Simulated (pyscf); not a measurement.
CH₄ + F–Zn–Cl → H₃C–Zn–Cl + HF (four-centre exchange; singlet surface; C–H, F–Zn broken, C–Zn, F–H formed). Optimised with ωB97X-D3(BJ)/def2-SVP in PySCF. Energies in kJ/mol from the separated reactants.

| level | barrier | reaction energy |
|---|---|---|
| ωB97X-D3(BJ)/def2-TZVP | 127.6 | +75.5 |
| PBE/def2-TZVP | 115.6 | +70.3 |
| r²SCAN/def2-TZVP | 116.0 | +77.8 |
| B3LYP-D3(BJ)/def2-TZVP | 133.6 | +76.7 |
| M06-2X/def2-TZVP | ? | ? |
| ωB97M-D3(BJ)/def2-TZVP | ? | +73.5 |

Question: Some entries are withheld; supply them.

Answer: 
- M06-2X/def2-TZVP, barrier: 119.2
- M06-2X/def2-TZVP, reaction energy: +77.6
- ωB97M-D3(BJ)/def2-TZVP, barrier: 129.1

The functionals in the table span 18.0 kJ/mol in this barrier, from PBE to B3LYP-D3(BJ). One saddle was located; it need not be the lowest between these sides. Elements up to Kr have no core potential and no relativistic terms here.
